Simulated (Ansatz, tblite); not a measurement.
# Dibenzo[a,e]pentalene (C₁₆H₁₀): a ladder of methods and basis sets

An exercise on one series of results from a longer session: the logs are not shown, and one member is left open.

Method: as each input shows; program: Ansatz 0.2.0, Gaussian basis.

Levels to be run: GFN1-xTB, GFN2-xTB, PBE-D4/def2-TZVP, r2SCAN-D4/def2-TZVP, PBE-D4/def2-SVP, PBE0-D4/def2-SVP, HF/6-31G, B3LYP-D4/6-31G, MP2/def2-SVP, RPA/def2-SVP.

5 further runs of the same task are left out: 5 that didn't finish. Runs told in other sessions of the task aren't counted.

## The geometry

The singlet was relaxed beforehand with PBE-D4/def2-SVP.

SMILES `C1=C2C(=Cc3ccccc32)c2ccccc21`, 26 atoms, charge 0, spin multiplicity 1.

Bond lengths: C1–C2 1.373 Å, C1–C16 1.474 Å, C1–H17 1.099 Å, C2–C3 1.471 Å, C2–C10 1.464 Å, C3–C4 1.373 Å, C3–C11 1.464 Å, C4–C5 1.474 Å, C4–H18 1.099 Å, C5–C6 1.398 Å, C5–C10 1.439 Å, C6–C7 1.412 Å, C6–H19 1.101 Å, C7–C8 1.402 Å, C7–H20 1.101 Å, C8–C9 1.413 Å, C8–H21 1.101 Å, C9–C10 1.395 Å and more. Angles: C2–C1–C16 108.1°, C2–C1–H17 127.6°, C16–C1–H17 124.3°, C1–C2–C3 109.3°, C1–C2–C10 143.1°, C3–C2–C10 107.6°, C2–C3–C4 109.3°, C2–C3–C11 107.6°, C4–C3–C11 143.1°, C3–C4–C5 108.1°, C3–C4–H18 127.6°, C5–C4–H18 124.3°, C4–C5–C6 130.8°, C4–C5–C10 108.9°, C6–C5–C10 120.3°, C5–C6–C7 118.9°, C5–C6–H19 120.7°, C7–C6–H19 120.4° and more.

PBE0-D4/def2-TZVP was run before; its log isn't repeated, and its numbers join the tables.

Set-up of the first run:

Tight binding, by tblite at 300 K electronic temperature and without a spin-polarisation term:

```python
tblite.interface.Calculator('GFN1-xTB', numbers, positions, charge=0, uhf=0).singlepoint()
```

Tight binding, by tblite at 300 K electronic temperature and without a spin-polarisation term:

```python
tblite.interface.Calculator('GFN2-xTB', numbers, positions, charge=0, uhf=0).singlepoint()
```

start.molden holds the orbitals of an earlier run on this state, given as this run's starting guess.

File in.yaml:

```yaml
crystal:
  periodic: [false, false, false]
  atoms:
    - {symbol: C, position_ang: [-0.664536, -1.594828, 0.331179]}
    - {symbol: C, position_ang: [0.313444, -0.655257, 0.116624]}
    - {symbol: C, position_ang: [-0.313455, 0.655163, -0.116940]}
    - {symbol: C, position_ang: [0.664546, 1.594930, -0.330532]}
    - {symbol: C, position_ang: [1.973687, 0.923248, -0.243050]}
    - {symbol: C, position_ang: [3.270213, 1.426945, -0.382772]}
    - {symbol: C, position_ang: [4.364023, 0.543743, -0.247550]}
    - {symbol: C, position_ang: [4.157477, -0.816932, 0.022371]}
    - {symbol: C, position_ang: [2.850914, -1.336547, 0.165547]}
    - {symbol: C, position_ang: [1.763419, -0.472878, 0.034007]}
    - {symbol: C, position_ang: [-1.763426, 0.472822, -0.034239]}
    - {symbol: C, position_ang: [-2.850935, 1.336343, -0.166613]}
    - {symbol: C, position_ang: [-4.157496, 0.816780, -0.023238]}
    - {symbol: C, position_ang: [-4.364017, -0.543675, 0.247802]}
    - {symbol: C, position_ang: [-3.270188, -1.426753, 0.383733]}
    - {symbol: C, position_ang: [-1.973671, -0.923141, 0.243650]}
    - {symbol: H, position_ang: [-0.531326, -2.666696, 0.534963]}
    - {symbol: H, position_ang: [0.531335, 2.666934, -0.533602]}
    - {symbol: H, position_ang: [3.438788, 2.494094, -0.594692]}
    - {symbol: H, position_ang: [5.389448, 0.928448, -0.355416]}
    - {symbol: H, position_ang: [5.022537, -1.489568, 0.124138]}
    - {symbol: H, position_ang: [2.698502, -2.405782, 0.377313]}
    - {symbol: H, position_ang: [-2.698527, 2.405393, -0.379317]}
    - {symbol: H, position_ang: [-5.022572, 1.489280, -0.125773]}
    - {symbol: H, position_ang: [-5.389443, -0.928306, 0.355924]}
    - {symbol: H, position_ang: [-3.438741, -2.493739, 0.596491]}
basis:
  gaussian: {orbitals: def2-TZVP, initial_orbitals: start.molden}
hamiltonian: {xc: pbe, dispersion: d4}
scf: {omitted_lower_state_checks: [starts]}
output: {orbitals: {seedname: orbitals}}
```

Launch:

```bash
$ ansatz run in.yaml --threads 4 --pin off --events-out ev --progress --plain --max-ram 6963MiB
```

Among the steps run: PBE-D4/def2-TZVP; r2SCAN-D4/def2-TZVP; PBE-D4/def2-SVP; PBE0-D4/def2-SVP; HF/6-31G; B3LYP-D4/6-31G; MP2/def2-SVP; RPA/def2-SVP.

One table of the session follows, with a row left open; its other results are not shown here.

It belongs to the step «Binding energy». 

| level | binding an atom (eV) |
| --- | --- |
| HF/6-31G | ? |
| HF/def2-SVP | 4.105 |
| PBE-D4/def2-SVP | 5.782 |
| PBE-D4/def2-TZVP | 5.689 |
| r2SCAN-D4/def2-TZVP | 5.494 |
| B3LYP-D4/6-31G | 5.358 |
| PBE0-D4/def2-SVP | 5.658 |
| PBE0-D4/def2-TZVP | 5.562 |
| MP2/def2-SVP | 5.421 |

Estimate the missing values for HF/6-31G.

**Answer.** binding an atom (eV): 3.812. In the column «binding an atom (eV)» it is the lowest.

To keep in mind: Free atoms were run apart at each level; binding is atoms less cluster, divided by the number of atoms, without zero-point or spin-orbit terms.
